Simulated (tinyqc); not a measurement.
Inside a calculation (part 1 of 2). Method: G0W0 on RHF in the sto-3g basis, for H2O, spin multiplicity 1. Computed by tinyqc, a small Python program that keeps every step (integrals from PySCF). Settings: charge = 0, multiplicity = 1, basis = sto-3g, method = RHF, energy threshold = 1e-10, iteration cap = 69, orthogonalisation = symmetric, start = core, DIIS depth = 6. Command: `OMP_NUM_THREADS=1 python tinyqc.py 28637 28638 out.jsonl` (the two numbers bound the seeds that draw the settings). One thread of a shared host (Intel(R) Xeon(R) Processor @ 2.60GHz), about 0.06 s of CPU time with the checks. Later iterations appear only in the table of the cycle.

## One-electron integrals

Geometry (angstrom):
```
atom,x,y,z
O,0.000000,0.000000,0.000000
H,0.000000,0.994000,0.597000
H,0.000000,-0.994000,0.597000
```

Basis sto-3g: exponents (1/bohr^2) and contraction coefficients of normalised primitives:
```
element,l (shell),exponent,coefficient
O,s (1),130.709320,0.154329
O,s (1),23.808861,0.535328
O,s (1),6.443608,0.444635
O,s (2),5.033151,-0.099967
O,s (2),1.169596,0.399513
O,s (2),0.380389,0.700115
O,p (3),5.033151,0.155916
O,p (3),1.169596,0.607684
O,p (3),0.380389,0.391957
H,s (1),3.425251,0.154329
H,s (1),0.623914,0.535328
H,s (1),0.168855,0.444635
```

Overlap, kinetic and nuclear-attraction integrals over the contracted functions; the nuclear repulsion is the sum of Za Zb / Rab.

nuclear repulsion = 7.56831631 hartree

overlap S, lower triangle:
```
,1O 1s,1O 2s,1O 2px,1O 2py,1O 2pz,2H 1s,3H 1s
1O 1s,1.000000
1O 2s,0.236704,1.000000
1O 2px,0.000000,0.000000,1.000000
1O 2py,0.000000,0.000000,0.000000,1.000000
1O 2pz,0.000000,0.000000,0.000000,0.000000,1.000000
2H 1s,0.033351,0.352440,0.000000,0.272443,0.163630,1.000000
3H 1s,0.033351,0.352440,0.000000,-0.272443,0.163630,0.121584,1.000000
```

kinetic energy T (hartree), lower triangle:
```
,1O 1s,1O 2s,1O 2px,1O 2py,1O 2pz,2H 1s,3H 1s
1O 1s,29.003200
1O 2s,-0.168011,0.808128
1O 2px,0.000000,0.000000,2.528731
1O 2py,0.000000,0.000000,0.000000,2.528731
1O 2pz,0.000000,0.000000,0.000000,0.000000,2.528731
2H 1s,-0.008917,0.051990,0.000000,0.131537,0.079001,0.760032
3H 1s,-0.008917,0.051990,0.000000,-0.131537,0.079001,-0.009961,0.760032
```

nuclear attraction V (hartree), lower triangle:
```
,1O 1s,1O 2s,1O 2px,1O 2py,1O 2pz,2H 1s,3H 1s
1O 1s,-61.531221
1O 2s,-7.399135,-9.961562
1O 2px,0.000000,0.000000,-9.835985
1O 2py,0.000000,0.000000,0.000000,-9.951597
1O 2pz,-0.010894,-0.134405,0.000000,0.000000,-9.877689
2H 1s,-1.066453,-2.651779,0.000000,-1.800524,-1.111040,-5.083948
3H 1s,-1.066453,-2.651779,0.000000,1.800524,-1.111040,-0.710915,-5.083948
```

core Hamiltonian H = T + V (hartree), lower triangle:
```
,1O 1s,1O 2s,1O 2px,1O 2py,1O 2pz,2H 1s,3H 1s
1O 1s,-32.528021
1O 2s,-7.567146,-9.153434
1O 2px,0.000000,0.000000,-7.307254
1O 2py,0.000000,0.000000,0.000000,-7.422865
1O 2pz,-0.010894,-0.134405,0.000000,0.000000,-7.348958
2H 1s,-1.075371,-2.599789,0.000000,-1.668988,-1.032039,-4.323916
3H 1s,-1.075371,-2.599789,0.000000,1.668988,-1.032039,-0.720877,-4.323916
```

## Two-electron integrals

Functions are numbered as in S; the eight-fold symmetry (ij|kl) = (ji|kl) = (kl|ij) leaves the list below.

Two-electron integrals (ij|kl) in chemists' order, unique and non-zero (hartree):
```
i,j,k,l,(ij|kl)
1,1,1,1,4.785065
2,1,1,1,0.741380
2,1,2,1,0.136873
2,2,1,1,1.118947
2,2,2,1,0.256633
2,2,2,2,0.817206
3,1,3,1,0.024477
3,2,3,1,0.037809
3,2,3,2,0.180518
3,3,1,1,1.115814
3,3,2,1,0.256684
3,3,2,2,0.817023
3,3,3,3,0.880159
4,1,4,1,0.024477
4,2,4,1,0.037809
4,2,4,2,0.180518
4,3,4,3,0.047444
4,4,1,1,1.115814
4,4,2,1,0.256684
4,4,2,2,0.817023
4,4,3,3,0.785270
4,4,4,4,0.880159
5,1,5,1,0.024477
5,2,5,1,0.037809
5,2,5,2,0.180518
5,3,5,3,0.047444
5,4,5,4,0.047444
5,5,1,1,1.115814
5,5,2,1,0.256684
5,5,2,2,0.817023
5,5,3,3,0.785270
5,5,4,4,0.785270
5,5,5,5,0.880159
6,1,1,1,0.105651
6,1,2,1,0.019359
6,1,2,2,0.036130
6,1,3,3,0.036060
6,1,4,1,0.000754
6,1,4,2,0.001424
6,1,4,4,0.036219
6,1,5,1,0.000453
6,1,5,2,0.000855
6,1,5,4,0.000096
6,1,5,5,0.036117
6,1,6,1,0.002773
6,2,1,1,0.280911
6,2,2,1,0.065341
6,2,2,2,0.233329
6,2,3,3,0.229194
6,2,4,1,0.004205
6,2,4,2,0.033388
6,2,4,4,0.238141
6,2,5,1,0.002526
6,2,5,2,0.020053
6,2,5,4,0.005374
6,2,5,5,0.232421
6,2,6,1,0.009440
6,2,6,2,0.085498
6,3,3,1,0.006539
6,3,3,2,0.039139
6,3,4,3,0.006767
6,3,5,3,0.004064
6,3,6,3,0.011617
6,4,1,1,0.182160
6,4,2,1,0.042888
6,4,2,2,0.163516
6,4,3,3,0.156263
6,4,4,1,0.008940
6,4,4,2,0.061048
6,4,4,4,0.175704
6,4,5,1,0.001442
6,4,5,2,0.013159
6,4,5,4,0.007612
6,4,5,5,0.158394
6,4,6,1,0.006443
6,4,6,2,0.072851
6,4,6,4,0.072990
6,5,1,1,0.109406
6,5,2,1,0.025759
6,5,2,2,0.098209
6,5,3,3,0.093852
6,5,4,1,0.001442
6,5,4,2,0.013159
6,5,4,4,0.097400
6,5,5,1,0.007406
6,5,5,2,0.047042
6,5,5,4,0.008898
6,5,5,5,0.103260
6,5,6,1,0.003870
6,5,6,2,0.043755
6,5,6,4,0.036861
6,5,6,5,0.033756
6,6,1,1,0.448626
6,6,2,1,0.106018
6,6,2,2,0.436092
6,6,3,3,0.419340
6,6,4,1,0.008139
6,6,4,2,0.091063
6,6,4,4,0.455883
6,6,5,1,0.004888
6,6,5,2,0.054693
6,6,5,4,0.021948
6,6,5,5,0.432522
6,6,6,1,0.015415
6,6,6,2,0.209603
6,6,6,4,0.203856
6,6,6,5,0.122436
6,6,6,6,0.774606
7,1,1,1,0.105651
7,1,2,1,0.019359
7,1,2,2,0.036130
7,1,3,3,0.036060
7,1,4,1,-0.000754
7,1,4,2,-0.001424
7,1,4,4,0.036219
7,1,5,1,0.000453
7,1,5,2,0.000855
7,1,5,4,-0.000096
7,1,5,5,0.036117
7,1,6,1,0.002724
7,1,6,2,0.009094
7,1,6,4,0.005729
7,1,6,5,0.003733
7,1,6,6,0.014720
7,1,7,1,0.002773
7,2,1,1,0.280911
7,2,2,1,0.065341
7,2,2,2,0.233329
7,2,3,3,0.229194
7,2,4,1,-0.004205
7,2,4,2,-0.033388
7,2,4,4,0.238141
7,2,5,1,0.002526
7,2,5,2,0.020053
7,2,5,4,-0.005374
7,2,5,5,0.232421
7,2,6,1,0.009094
7,2,6,2,0.065395
7,2,6,4,0.039184
7,2,6,5,0.032395
7,2,6,6,0.126329
7,2,7,1,0.009440
7,2,7,2,0.085498
7,3,3,1,0.006539
7,3,3,2,0.039139
7,3,4,3,-0.006767
7,3,5,3,0.004064
7,3,6,3,0.008470
7,3,7,3,0.011617
7,4,1,1,-0.182160
7,4,2,1,-0.042888
7,4,2,2,-0.163516
7,4,3,3,-0.156263
7,4,4,1,0.008940
7,4,4,2,0.061048
7,4,4,4,-0.175704
7,4,5,1,-0.001442
7,4,5,2,-0.013159
7,4,5,4,0.007612
7,4,5,5,-0.158394
7,4,6,1,-0.005729
7,4,6,2,-0.039184
7,4,6,4,-0.015585
7,4,6,5,-0.019066
7,4,6,6,-0.070507
7,4,7,1,-0.006443
7,4,7,2,-0.072851
7,4,7,4,0.072990
7,5,1,1,0.109406
7,5,2,1,0.025759
7,5,2,2,0.098209
7,5,3,3,0.093852
7,5,4,1,-0.001442
7,5,4,2,-0.013159
7,5,4,4,0.097400
7,5,5,1,0.007406
7,5,5,2,0.047042
7,5,5,4,-0.008898
7,5,5,5,0.103260
7,5,6,1,0.003733
7,5,6,2,0.032395
7,5,6,4,0.019066
7,5,6,5,0.024279
7,5,6,6,0.067786
7,5,7,1,0.003870
7,5,7,2,0.043755
7,5,7,4,-0.036861
7,5,7,5,0.033756
7,6,1,1,0.071877
7,6,2,1,0.016857
7,6,2,2,0.064932
7,6,3,3,0.063588
7,6,4,4,0.065143
7,6,5,1,0.001047
7,6,5,2,0.009795
7,6,5,5,0.065995
7,6,6,1,0.002401
7,6,6,2,0.022860
7,6,6,4,0.017069
7,6,6,5,0.013196
7,6,6,6,0.057136
7,6,7,1,0.002401
7,6,7,2,0.022860
7,6,7,4,-0.017069
7,6,7,5,0.013196
7,6,7,6,0.007637
7,7,1,1,0.448626
7,7,2,1,0.106018
7,7,2,2,0.436092
7,7,3,3,0.419340
7,7,4,1,-0.008139
7,7,4,2,-0.091063
7,7,4,4,0.455883
7,7,5,1,0.004888
7,7,5,2,0.054693
7,7,5,4,-0.021948
7,7,5,5,0.432522
7,7,6,1,0.014720
7,7,6,2,0.126329
7,7,6,4,0.070507
7,7,6,5,0.067786
7,7,6,6,0.265246
7,7,7,1,0.015415
7,7,7,2,0.209603
7,7,7,4,-0.203856
7,7,7,5,0.122436
7,7,7,6,0.057136
7,7,7,7,0.774606
```

## Orthogonalisation

S = U s U^T; symmetric (Loewdin) form X = U s^(-1/2) U^T, so that X^T S X = 1.

eigenvalues of S: 0.473508  0.549149  0.899150  1.000000  1.085125  1.329267  1.663801

X, lower triangle:
```
,1O 1s,1O 2s,1O 2px,1O 2py,1O 2pz,2H 1s,3H 1s
1O 1s,1.023432
1O 2s,-0.134811,1.133645
1O 2px,0.000000,0.000000,1.000000
1O 2py,0.000000,0.000000,0.000000,1.070828
1O 2pz,-0.005472,0.050651,0.000000,0.000000,1.022964
2H 1s,0.018005,-0.200840,0.000000,-0.168363,-0.091408,1.104495
3H 1s,0.018005,-0.200840,0.000000,0.168363,-0.091408,-0.041469,1.104495
```

## Starting guess

The start is the orbitals of the core Hamiltonian; D = 2 C_occ C_occ^T.

D at the start, lower triangle:
```
,1O 1s,1O 2s,1O 2px,1O 2py,1O 2pz,2H 1s,3H 1s
1O 1s,2.128484
1O 2s,-0.559443,2.431686
1O 2px,0.000000,0.000000,2.000000
1O 2py,0.000000,0.000000,0.000000,2.246408
1O 2pz,-0.028181,0.160585,0.000000,0.000000,2.079877
2H 1s,0.060849,-0.258641,0.000000,-0.283986,-0.153826,0.072449
3H 1s,0.060849,-0.258641,0.000000,0.283986,-0.153826,0.000647,0.072449
```

## Iteration 1: building the Fock matrix

J_ij = sum D_kl (ij|kl), K_ij = sum D_kl (ik|jl); F = H + J - 0.5 K; E = tr D H + tr D J / 2 - 0.25 tr D K + E_nn.

Coulomb J (hartree), lower triangle:
```
,1O 1s,1O 2s,1O 2px,1O 2py,1O 2pz,2H 1s,3H 1s
1O 1s,18.661249
1O 2s,3.560707,8.834923
1O 2px,0.000000,0.000000,8.829407
1O 2py,0.000000,0.000000,0.000000,8.824600
1O 2pz,0.002776,-0.000647,0.000000,0.000000,8.827365
2H 1s,0.503938,2.436752,0.000000,1.674085,1.004539,4.367325
3H 1s,0.503938,2.436752,0.000000,-1.674085,1.004539,0.663598,4.367325
```

exchange K (hartree), lower triangle:
```
,1O 1s,1O 2s,1O 2px,1O 2py,1O 2pz,2H 1s,3H 1s
1O 1s,9.848055
1O 2s,1.719891,2.870107
1O 2px,0.000000,0.000000,2.366943
1O 2py,0.000000,0.000000,0.000000,2.364824
1O 2pz,0.001062,0.004037,0.000000,0.000000,2.365264
2H 1s,0.257929,0.683199,0.000000,0.348865,0.208913,0.265337
3H 1s,0.257929,0.683199,0.000000,-0.348865,0.208913,0.136068,0.265337
```

Fock matrix F (hartree), lower triangle:
```
,1O 1s,1O 2s,1O 2px,1O 2py,1O 2pz,2H 1s,3H 1s
1O 1s,-18.790799
1O 2s,-4.866384,-1.753564
1O 2px,0.000000,0.000000,0.338682
1O 2py,0.000000,0.000000,0.000000,0.219323
1O 2pz,-0.008649,-0.137071,0.000000,0.000000,0.295775
2H 1s,-0.700397,-0.504637,0.000000,-0.169335,-0.131957,-0.089259
3H 1s,-0.700397,-0.504637,0.000000,0.169335,-0.131957,-0.125313,-0.089259
```

total energy of this density = -73.31851131 hartree

## Iteration 1: diagonalisation and new density

Diagonalise F' = X^T F X, C = X C', fill 5 alpha and 5 beta electrons from the bottom; D = 2 C_occ C_occ^T. Each column has its largest component positive (the first on a tie).

F' = X^T F X (hartree), lower triangle:
```
,1,2,3,4,5,6,7
1,-18.417678
2,-2.628235,-0.750736
3,0.000000,0.000000,0.338682
4,0.000000,0.000000,0.000000,0.375652
5,-0.016875,-0.050308,0.000000,0.000000,0.346758
6,-0.071917,-0.281658,0.000000,-0.263893,-0.153292,0.144146
7,-0.071917,-0.281658,0.000000,0.263893,-0.153292,-0.046320,0.144146
```

orbital energies (hartree): MO1 -18.801736, MO2 -0.603545, MO3 -0.101458, MO4 0.174252, MO5 0.338682, MO6 0.507199, MO7 0.667575

coefficients C:
```
,MO1,MO2,MO3,MO4,MO5,MO6,MO7
1O 1s,0.993447,-0.230652,0.000000,-0.141251,0.000000,-0.078583,0.000000
1O 2s,0.027833,0.831495,0.000000,0.689650,0.000000,0.467746,0.000000
1O 2px,0.000000,0.000000,0.000000,0.000000,1.000000,0.000000,0.000000
1O 2py,0.000000,0.000000,0.472212,0.000000,0.000000,0.000000,0.990142
1O 2pz,0.002186,0.138957,0.000000,-0.542944,0.000000,0.866983,0.000000
2H 1s,-0.004981,0.195610,0.534521,-0.496323,0.000000,-0.573937,-0.631862
3H 1s,-0.004981,0.195610,-0.534521,-0.496323,0.000000,-0.573937,0.631862
```

D after iteration 1, lower triangle:
```
,1O 1s,1O 2s,1O 2px,1O 2py,1O 2pz,2H 1s,3H 1s
1O 1s,2.120180
1O 2s,-0.523099,2.335552
1O 2px,0.000000,0.000000,2.000000
1O 2py,0.000000,0.000000,0.000000,0.445967
1O 2pz,0.093624,-0.517677,0.000000,0.000000,0.628205
2H 1s,0.040080,-0.359558,0.000000,0.504814,0.593293,1.140676
3H 1s,0.040080,-0.359558,0.000000,-0.504814,0.593293,-0.002177,1.140676
```

## Iteration 9 (converged): orbitals

converged F (hartree), lower triangle:
```
,1O 1s,1O 2s,1O 2px,1O 2py,1O 2pz,2H 1s,3H 1s
1O 1s,-20.241725
1O 2s,-5.160659,-2.388272
1O 2px,0.000000,0.000000,-0.376240
1O 2py,0.000000,0.000000,0.000000,-0.202493
1O 2pz,-0.023969,-0.049454,0.000000,0.000000,-0.245483
2H 1s,-0.741076,-0.719611,0.000000,-0.361880,-0.269045,-0.359787
3H 1s,-0.741076,-0.719611,0.000000,0.361880,-0.269045,-0.168643,-0.359787
```

As before.

F' = X^T F X (hartree), lower triangle:
```
,1,2,3,4,5,6,7
1,-19.868506
2,-2.681395,-1.322335
3,0.000000,0.000000,-0.376240
4,0.000000,0.000000,0.000000,0.017941
5,-0.047229,0.085826,0.000000,0.000000,-0.161972
6,-0.068975,-0.370957,0.000000,-0.391204,-0.255335,-0.028350
7,-0.068975,-0.370957,0.000000,0.391204,-0.255335,-0.045135,-0.028350
```

orbital energies (hartree): MO1 -20.249906, MO2 -1.179361, MO3 -0.535883, MO4 -0.396851, MO5 -0.376240, MO6 0.399820, MO7 0.570609

coefficients C:
```
,MO1,MO2,MO3,MO4,MO5,MO6,MO7
1O 1s,0.994511,-0.242114,0.000000,0.083349,0.000000,0.107921,0.000000
1O 2s,0.023477,0.905275,0.000000,-0.426342,0.000000,-0.620259,0.000000
1O 2px,0.000000,0.000000,0.000000,0.000000,1.000000,0.000000,0.000000
1O 2py,0.000000,0.000000,0.588343,0.000000,0.000000,0.000000,0.925861
1O 2pz,0.002525,0.064316,0.000000,0.777036,0.000000,-0.676635,0.000000
2H 1s,-0.004192,0.138678,0.454293,0.334882,0.000000,0.694718,-0.691796
3H 1s,-0.004192,0.138678,-0.454293,0.334882,0.000000,0.694718,0.691796
```

D after iteration 9, lower triangle:
```
,1O 1s,1O 2s,1O 2px,1O 2py,1O 2pz,2H 1s,3H 1s
1O 1s,2.109236
1O 2s,-0.462735,2.003682
1O 2px,0.000000,0.000000,2.000000
1O 2py,0.000000,0.000000,0.000000,0.692295
1O 2pz,0.103410,-0.545999,0.000000,0.000000,1.215854
2H 1s,-0.019665,-0.034660,0.000000,0.534560,0.538247,0.675554
3H 1s,-0.019665,-0.034660,0.000000,-0.534560,0.538247,-0.149974,0.675554
```

## Convergence

Stop when the energy changes by less than 1e-10 hartree and every element of the error matrix X^T (F D S - S D F) X is below 3e-06.

Course of the cycle:
```
iteration,E (hartree),change,largest element of the error matrix
1,-73.31851131,-,5.37e-01
2,-74.73798922,-1.42e+00,2.82e-01
3,-74.89512525,-1.57e-01,5.32e-02
4,-74.90039323,-5.27e-03,1.51e-02
5,-74.90099015,-5.97e-04,3.90e-03
6,-74.90104795,-5.78e-05,2.87e-04
7,-74.90104808,-1.36e-07,6.28e-06
8,-74.90104808,-1.05e-10,3.30e-07
9,-74.90104808,-2.27e-13,1.68e-09
```

PySCF RHF in the same basis = -74.90104808 hartree

Converged in 9 iterations.

## Populations, bond orders and dipole

Mulliken: Z minus the diagonal of D S on the atom; Loewdin: the same with S^(1/2) D S^(1/2); Mayer order: 2 sum_s sum (D(s) S)_ij (D(s) S)_ji over the two atoms.

Charges (e):
```
atom,Mulliken,Loewdin
1O,-0.243683,-0.184164
2H,0.121841,0.092082
3H,0.121841,0.092082
```

Mayer bond orders:
```
pair,order
2-1,0.966035
3-1,0.966035
3-2,0.019119
```

dipole moment about the origin, x y z (debye): 0.000000  0.000000  1.389547

## Integrals over molecular orbitals

(pq|rs) = sum C_ip C_jq C_kr C_ls (ij|kl), one index at a time.

one-electron integrals over orbitals h = C^T H C (hartree), lower triangle:
```
,1,2,3,4,5,6,7
1,-32.511592
2,0.575304,-7.528762
3,0.000000,0.000000,-5.840958
4,-0.182723,0.526217,0.000000,-6.542557
5,0.000000,0.000000,0.000000,0.000000,-7.307254
6,-0.250419,1.155742,0.000000,1.339747,0.000000,-5.133631
7,0.000000,0.000000,-1.824093,0.000000,0.000000,0.000000,-5.535720
```

Two-electron integrals over orbitals (pq|rs), unique and non-zero (hartree):
```
p,q,r,s,(pq|rs)
1,1,1,1,4.747181
2,1,1,1,-0.433719
2,1,2,1,0.062507
2,2,1,1,1.027277
2,2,2,1,-0.016114
2,2,2,2,0.723564
3,1,3,1,0.009905
3,2,3,1,0.015924
3,2,3,2,0.126140
3,3,1,1,0.736332
3,3,2,1,-0.004610
3,3,2,2,0.597907
3,3,3,3,0.574207
4,1,1,1,0.147617
4,1,2,1,-0.019871
4,1,2,2,0.010576
4,1,3,3,0.004712
4,1,4,1,0.023476
4,2,1,1,-0.140813
4,2,2,1,0.007171
4,2,2,2,-0.031447
4,2,3,3,0.003325
4,2,4,1,0.020214
4,2,4,2,0.131086
4,3,3,1,-0.001718
4,3,3,2,0.031585
4,3,4,3,0.055995
4,4,1,1,0.939202
4,4,2,1,-0.010974
4,4,2,2,0.666067
4,4,3,3,0.553969
4,4,4,1,-0.008890
4,4,4,2,-0.094468
4,4,4,4,0.701264
5,1,5,1,0.025951
5,2,5,1,0.033527
5,2,5,2,0.152690
5,3,5,3,0.024957
5,4,5,1,-0.010611
5,4,5,2,-0.039929
5,4,5,4,0.046055
5,5,1,1,1.115360
5,5,2,1,-0.012319
5,5,2,2,0.757880
5,5,3,3,0.585725
5,5,4,1,0.004131
5,5,4,2,-0.076770
5,5,4,4,0.691288
5,5,5,5,0.880159
6,1,1,1,0.193102
6,1,2,1,-0.029168
6,1,2,2,0.003663
6,1,3,3,-0.000074
6,1,4,1,-0.003738
6,1,4,2,-0.019870
6,1,4,4,0.014226
6,1,5,5,0.005345
6,1,6,1,0.023495
6,2,1,1,-0.255714
6,2,2,1,0.006395
6,2,2,2,-0.124764
6,2,3,3,-0.056416
6,2,4,1,-0.017905
6,2,4,2,-0.036192
6,2,4,4,-0.064767
6,2,5,5,-0.136835
6,2,6,1,0.008773
6,2,6,2,0.090222
6,3,3,1,-0.001894
6,3,3,2,0.044815
6,3,4,3,0.043699
6,3,6,3,0.086184
6,4,1,1,-0.272546
6,4,2,1,0.003541
6,4,2,2,-0.134486
6,4,3,3,-0.045475
6,4,4,1,-0.002617
6,4,4,2,0.038597
6,4,4,4,-0.132849
6,4,5,5,-0.152560
6,4,6,1,-0.000584
6,4,6,2,0.063665
6,4,6,4,0.097506
6,5,5,1,-0.012878
6,5,5,2,-0.050731
6,5,5,4,-0.007004
6,5,6,5,0.032642
6,6,1,1,0.741784
6,6,2,1,-0.007110
6,6,2,2,0.570566
6,6,3,3,0.531703
6,6,4,1,0.016648
6,6,4,2,0.047958
6,6,4,4,0.529758
6,6,5,5,0.557938
6,6,6,1,-0.007644
6,6,6,2,-0.080672
6,6,6,4,-0.049725
6,6,6,6,0.559519
7,1,3,1,0.014093
7,1,3,2,0.021681
7,1,4,3,-0.002462
7,1,6,3,-0.002210
7,1,7,1,0.020079
7,2,3,1,0.015020
7,2,3,2,0.060083
7,2,4,3,-0.024656
7,2,6,3,-0.026432
7,2,7,1,0.020453
7,2,7,2,0.071899
7,3,1,1,0.375697
7,3,2,1,-0.006847
7,3,2,2,0.176928
7,3,3,3,0.087472
7,3,4,1,0.000027
7,3,4,2,-0.068850
7,3,4,4,0.149065
7,3,5,5,0.208395
7,3,6,1,0.004970
7,3,6,2,-0.068135
7,3,6,4,-0.100919
7,3,6,6,0.042861
7,3,7,3,0.158010
7,4,3,1,-0.007174
7,4,3,2,-0.066459
7,4,4,3,-0.014678
7,4,6,3,-0.059061
7,4,7,1,-0.010259
7,4,7,2,-0.018084
7,4,7,4,0.067108
7,5,5,3,0.024050
7,5,7,5,0.026346
7,6,3,1,-0.007465
7,6,3,2,-0.086266
7,6,4,3,-0.065779
7,6,6,3,-0.076675
7,6,7,1,-0.010475
7,6,7,2,-0.001460
7,6,7,4,0.058751
7,6,7,6,0.116473
7,7,1,1,0.850058
7,7,2,1,-0.009371
7,7,2,2,0.610117
7,7,3,3,0.571954
7,7,4,1,0.003214
7,7,4,2,-0.023607
7,7,4,4,0.579445
7,7,5,5,0.613312
7,7,6,1,0.004001
7,7,6,2,-0.060522
7,7,6,4,-0.057136
7,7,6,6,0.537122
7,7,7,3,0.107885
7,7,7,7,0.596441
```

## Screening: direct RPA

With D = e_a - e_i and K = (ia|jb): diagonalise D^(1/2) (D + 4K) D^(1/2) = Z w^2 Z^T; X + Y = D^(1/2) Z w^(-1/2), each column of Z with its largest component positive (the first on a tie); E_c = (sum w - tr (D + 2K)) / 2.

D^(1/2) (D + 4K) D^(1/2) (hartree^2), lower triangle:
```
,1>6,1>7,2>6,2>7,3>6,3>7,4>6,4>7,5>6,5>7
1>6,428.351812
1>7,0.000000,435.166042
2>6,0.200400,0.000000,3.063724
2>7,0.000000,0.493832,0.000000,3.565685
3>6,0.000000,-0.039019,0.000000,-0.135290,1.198112
3>7,0.095025,0.000000,-0.360264,0.000000,0.000000,1.923674
4>6,-0.009479,0.000000,0.285640,0.000000,0.000000,-0.379008,0.945405
4>7,0.000000,-0.184183,0.000000,-0.094120,-0.224773,0.000000,0.000000,1.195676
5>6,0.000000,0.000000,0.000000,0.000000,0.000000,0.000000,0.000000,0.000000,0.703597
5>7,0.000000,0.000000,0.000000,0.000000,0.000000,0.000000,0.000000,0.000000,0.000000,0.996308
```

excitation energies w (hartree): 0.838807  0.896970  0.980804  0.998152  1.192160  1.376767  1.797956  1.890926  20.696665  20.860649

X + Y:
```
,1,2,3,4,5,6,7,8,9,10
1>6,0.000000,-0.000054,0.000000,0.000000,0.000000,-0.001424,-0.001252,0.000000,0.998865,0.000000
1>7,0.000000,0.000000,0.001345,0.000000,0.001056,0.000000,0.000000,-0.003854,0.000000,0.999037
2>6,0.000000,-0.096393,0.000000,0.000000,0.000000,0.366047,0.878113,0.000000,0.000130,0.000000
2>7,0.000000,0.000000,0.083004,0.000000,-0.016327,0.000000,0.000000,0.960059,0.000000,0.000331
3>6,0.000000,0.000000,0.690169,0.000000,-0.625097,0.000000,0.000000,-0.037652,0.000000,-0.000019
3>7,0.000000,0.331940,0.000000,0.000000,0.000000,0.810190,-0.240438,0.000000,0.000051,0.000000
4>6,0.000000,0.896750,0.000000,0.000000,0.000000,-0.196077,0.111698,0.000000,-0.000004,0.000000
4>7,0.000000,0.000000,0.700062,0.000000,0.638250,0.000000,0.000000,-0.024550,0.000000,-0.000091
5>6,0.961871,0.000000,0.000000,0.000000,0.000000,0.000000,0.000000,0.000000,0.000000,0.000000
5>7,0.000000,0.000000,0.000000,0.973962,0.000000,0.000000,0.000000,0.000000,0.000000,0.000000
```

RPA correlation energy = -0.07287778 hartree

## G0W0 on Hartree-Fock: HOMO

W(p,q,m) = sqrt2 sum_ia (pq|ia) (X+Y)_ia,m; Sigma_c(x) = sum_(i,m) W^2/(x - e_i + w_m) + sum_(a,m) W^2/(x - e_a - w_m); solve x = e_p + Sigma_c(x) by Newton steps; Z = 1/(1 - dSigma/dx); 1 hartree = 27.211386 eV.

The 12 largest terms at x = e_p (hartree; W for the signs of X + Y given):
```
q,m,W,term
5,7,-0.264897,0.039028
5,6,0.210233,0.032103
5,2,-0.076995,0.006609
2,1,-0.069009,0.002900
6,1,0.044402,-0.001221
3,4,0.033126,0.000948
7,4,0.036289,-0.000677
4,1,-0.009528,0.000106
1,1,-0.017518,0.000015
5,9,0.007542,2.75e-06
```

Newton steps (hartree):
```
step,x,Sigma_c(x),Z
0,-0.376240,0.079813,0.946786
1,-0.300675,0.075773,0.951600
2,-0.300477,0.075763,0.951611
3,-0.300477,0.075763,0.951611
```

quasiparticle energy of the HOMO = -8.176399 eV

Hartree-Fock value = -10.238025 eV
